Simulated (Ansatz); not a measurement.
# LaGaO3 (Pnma, No. 62)

These are LDA in Ansatz (plane waves, PAW) values and carry that method's errors.

Numerical settings: plane-wave cutoff 520 eV, 6×4×6 k mesh (along the axes of the cell as run), Fermi–Dirac smearing 0.01 eV, scalar-relativistic PAW data made under PBE.

Cell: relaxed at this level.

For LaGaO3 (Pnma, No. 62), the band gap is 3.94 eV and the smallest direct gap on the k points sampled is 4.07 eV.

Spin–orbit coupling is not included.

Computed values are for the static lattice.

It cost around 4 core-minutes (rough) of CPU time.

Ansatz is a quantum-chemistry and plane-wave program.
